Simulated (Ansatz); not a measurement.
**Ir (fcc): energy against volume**

Level of theory: DFT, revPBE, plane waves (420 eV) with PAW, scalar-relativistic (Ansatz 0.2.0). (PAW data from PBE, frozen cores regenerated.)

The cell is scaled uniformly from the relaxed one, with fractional coordinates and shape fixed. Energies are extrapolated to zero smearing, pressures are those at the given smearing. Magnetic state: spin not included.

A Birch-Murnaghan fit gives V₀ = 14.62 Å³/atom, B₀ = 336 GPa, B₀′ = 5.1.

(1) What are the energy above the minimum and the pressure at 13.470 Å³/atom?

(2) What are the energy above the minimum and the pressure at 15.227 Å³/atom?

(3) What are the energy above the minimum and the pressure at 16.398 Å³/atom?

## Answers

(1) 111.6 meV/atom and 34.21 GPa as computed.

(2) 24.6 meV/atom and -12.05 GPa as computed.

(3) 180.3 meV/atom and -28.36 GPa as computed.
